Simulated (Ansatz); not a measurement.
We consider bcc Cs, described by LDA+SOC (plane waves, PAW; Ansatz, a first-principles code).

The input as run:

Ansatz 0.2 input:
```yaml
crystal:
  lattice:
    - [-3.081, 3.081, 3.081]
    - [3.081, -3.081, 3.081]
    - [3.081, 3.081, -3.081]
  atoms:
    - { symbol: Cs, position: [0.0, 0.0, 0.0] }
basis:
  ecutwfc: 520
  ecutrho_ratio: 4
  xc_grid: 2
kpoints:
  mp_grid: { grid: [14, 14, 14] }
hamiltonian:
  xc: lda
  dispersion: none
  pseudopotentials: { kind: paw }
scf:
  occupations: { method: fermi_dirac, width: 0.05 }
  convergence: { dr2_threshold: 0.0000000001 }
output:
  forces: false
  stress: true
  eigenvalues: true
magnetization:
  noncollinear: true
  spin_orbit: true
```

Task: How many irreducible k-points, plane waves at Γ does the program set up, and what pressure does the run end with?

Result: 104 irreducible k-points, 3103 plane waves at Γ; P = -0.35 GPa, so the cell is stretched on average and its volume would shrink at this level.

The run printed, among other lines:

```
Crystal: 1 atoms, lattice volume = 116.986 Å³
Basis set: ecut = 520 eV, 3103 PW (Γ), exchange–correlation on 80×80×80 points (8 copies of the dense FFT grid, shifted against one another)
Bands: 18, of which v1, the nominal top of the filled ones, is band 9 counted from 1 (8 counted from 0)
Symmetry: 48 space group operations + 48 with time reversal
k-points: 104 of 2744
Initial density: superposition of atomic densities (chi_scale 0.1, normalization cell)
Functional: x = slater, c = lda
spin=Noncollinear: Kerker preconditioning applied to the charge; magnetization (m_x, m_y, m_z) channels mix plain (no charge-response kernel on spin).
SCF 1 converged in 9 iterations: F = -5508.945109 eV  dr2 = 3.05e-12
SCF converged after 9 iterations
Free energy (F): -5508.945109 eV
Internal energy: -5508.933488 eV  (E = F + TS)
E sigma→0 (E₀):  -5508.939298 eV
Fermi energy:    1.923186 eV
--- Stress (GPa, compression-positive) ---
       -0.354602       0.000000       0.000000
        0.000000      -0.354602       0.000000
       -0.000000       0.000000      -0.354602
  P = ⅓ Tr σ = -0.3546 GPa (-3.546 kbar)
```

The PAW data were made under PBE.

Note: cell and atoms aren't relaxed at this level (pressure -0.4 GPa).
